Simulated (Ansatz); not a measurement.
## singlet BN: levels of theory in one basis

| atom | x (Å) | y (Å) | z (Å) |
| --- | --- | --- | --- |
| B | 0.0000 | 0.0000 | 0.0000 |
| N | 0.0000 | 0.0000 | 1.3377 |

Basis set: def2-SVP (spherical functions). Frozen core: 2 orbitals. Charge 0, multiplicity 1.

Computed with Ansatz (development build ahead of 0.2.0); each method stands on the lowest determinant of its kind that the runs found.

```json
{"method": "RHF", "E − E(RHF) (eV)": "0.00", "<S²> of the determinant": "0.00"}
{"method": "UHF", "E − E(RHF) (eV)": "-2.95", "<S²> of the determinant": "1.28"}
{"method": "RHF-MP2", "E − E(RHF) (eV)": "-6.26", "<S²> of the determinant": "–"}
{"method": "UHF-MP2", "E − E(RHF) (eV)": "-7.25", "<S²> of the determinant": "1.28"}
{"method": "UHF-CCSD(T)", "E − E(RHF) (eV)": "-8.40", "<S²> of the determinant": "1.28"}
{"method": "UHF-CCSDT(Q)", "E − E(RHF) (eV)": "-8.62", "<S²> of the determinant": "1.28"}
```

What does RHF-CCSD(T) give on the same scale?

-9.64 eV.

Caution for RHF, RHF-MP2, RHF-CCSD(T): an unrestricted determinant lies well below. Caution for UHF, UHF-MP2, UHF-CCSD(T), UHF-CCSDT(Q): the unrestricted determinant is a mixture of spin states. Caution for RHF-MP2, UHF-MP2, RHF-CCSD(T), UHF-CCSD(T), UHF-CCSDT(Q): a plain start can end on a higher determinant. Caution for RHF-MP2, UHF-MP2, UHF-CCSD(T), UHF-CCSDT(Q): another reference gives a lower total. Caution for UHF-CCSD(T): the program finds a lower state of this spin; the program doubts this total.
